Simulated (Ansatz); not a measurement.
Wavefunction ladder for CH4BO, SMILES `[BH]OC` radical

```xyz
7

B     0.7210    1.3160    0.7568
O     0.9163    0.2242    0.0414
C    -0.1283   -0.6429   -0.3944
H    -0.3584    1.7108    1.1266
H    -1.1024   -0.2809   -0.0569
H    -0.1065   -0.6891   -1.4837
H     0.0582   -1.6383    0.0102
```

The species carries charge 0 and has multiplicity 2. Geometry: relaxed with PBE0-D4/def2-TZVP. Frozen core, unrestricted reference, Ansatz 0.2.0. CBS rows extrapolate triple and quadruple zeta; past MP2 they add the triple-zeta difference.

| basis | HF (Eh) | MP2 corr. |
| --- | --- | --- |
| def2-SVP | -139.60123 | -0.39056 |
| def2-TZVPP | -139.76599 | -0.48742 |
| def2-QZVPP | -139.77310 | -0.52285 |

(1) Estimate the CCSD correlation energy and the (T) correction in each basis where they were run (hartree).

Answers

(1) 
```json
{"basis": "def2-SVP", "CCSD corr.": "-0.42231", "(T)": "-0.01108"}
{"basis": "def2-TZVPP", "CCSD corr.": "-0.51344", "(T)": "-0.01888"}
{"basis": "CBS(def2)", "CCSD corr.": "-0.57512", "(T)": "as TZ"}
```
